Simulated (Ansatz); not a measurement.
Molecule: CH$_{3}$F, net charge 0, singlet state. SMILES: FC
Structure (B3LYP-D3(BJ)/def2-TZVP (Ansatz, a first-principles code) minimum search):
```
C
F 1 1.3893
H 1 1.0909 2 108.82
H 1 1.0909 3 110.11 2 -119.20
H 1 1.0909 3 110.11 4 -121.60
```

Wanted: vertical ionisation energy (to the doublet state of charge +1; each state is the SCF solution reached for its spin; the molecule has degenerate orbitals, so one determinant may break the symmetry; for the doublet T1 is 0.065), in eV. Valence correlation only, unless marked. UHF or UKS for open shells. No spin-orbit coupling. No relativistic terms. Basis-set limits of correlation are two-point, X^-3; Hartree-Fock from the larger set. [CCSD(T)-MP2]/basis is that difference in the basis named.

RI-MP2/CBS(aug-cc-pVTZ,aug-cc-pVQZ)+[CCSD(T)-MP2]/aug-cc-pVTZ (Ansatz) gives 13.52 eV.

**Question.** Another calculation gave 13.00 eV. Which level was it?
(A) r2SCAN/def2-TZVPD (Ansatz)
(B) PBE0/def2-TZVPD (Ansatz)
(C) PBE/def2-TZVPD (Ansatz)
(D) B2PLYP/def2-TZVPD (Ansatz)

**Answer.** B, PBE0/def2-TZVPD (Ansatz). The others give 13.19 (B2PLYP), 12.84 (r2SCAN), 12.70 (PBE) eV.
